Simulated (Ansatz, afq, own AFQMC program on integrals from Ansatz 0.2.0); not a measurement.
# GeNH3, triplet in cc-pVDZ, levels against AFQMC with the constraint released

```xyz
5

Ge   -0.2797   -0.0021    0.0009
N     1.6147    0.0123   -0.0051
H    -0.7720    1.4535    0.0039
H    -0.7514   -0.7367    1.2654
H    -0.7593   -0.7341   -1.2622
```

Connectivity, by distances: GeH3–N.

Basis cc-pVDZ. Noble-gas cores (and the filled d shells of Ga–Kr and In–Xe) are frozen. Ansatz 0.2.0 and our own AFQMC program on the same integrals; the CISD trial comes from CCSD amplitudes, and released means the phaseless constraint is let go. Uncertainties: one standard error, sampling alone. No spin–orbit coupling.

Determinant: UHF, the one that the program's search chose, which needn't be the lowest solution. The geometry is a point of a scan.

No full CI on the walks' own integrals is used here. The released AFQMC energy serves as the reference, which it does only where one determinant dominates, the energy is flat over the last release times and near the phaseless one (40 meV or 2 meV an electron, half that with transition metals). On small molecules, where full CI could be run and the noise was under 10 meV, such values lay within 10 meV of it in 19 cases of 20, a flattering rate, since the rule was set on those same cases; what remains of the bias isn't in the error bar.

Cautions: no relativity below Rb; no spin-orbit coupling; inner d shell frozen; lower spins were not checked; the released value is read at 2.40 1/Eh with a noise of 16 meV, more than in the cases checked (meV from the phaseless value at times in 1/Eh: 3 ± 12 at 0.24, 5 ± 11 at 0.51, -32 ± 10 at 0.99, -15 ± 12 at 1.62, -2 ± 16 at 2.40).

```
T1 diagnostic                               : 0.0153
weight of the determinant in the CISD state : 0.891
⟨S²⟩ of the determinant                     : 2.020
size of the correlated space                : 12 electrons in 41 orbitals
```

Reference: AFQMC with the constraint released, correlation energy -6.594 ± 0.016 eV.

| level | E − E(reference) (meV) | share of correlation (%) |
| --- | --- | --- |
| HF | 6593.8 ± 15.9 | 0.00 |
| MP2 | 1271.2 ± 15.9 | 80.72 |
| CCSD | 156.2 ± 15.9 | 97.63 |
| CCSD(T) | 24.3 ± 15.9 | 99.63 |
| ph-AFQMC/HF | -8.0 ± 44.5 | 100.12 |
| ph-AFQMC/CISD | 1.8 ± 19.0 | 99.97 |

A walk keeps the symmetry of its determinant, which the program's search chose and which needn't be the lowest solution, so a lower state of the same spin and another symmetry isn't excluded. Released energies are given only where the last usable release times agree within the noise; a slower fall can still hide under it.
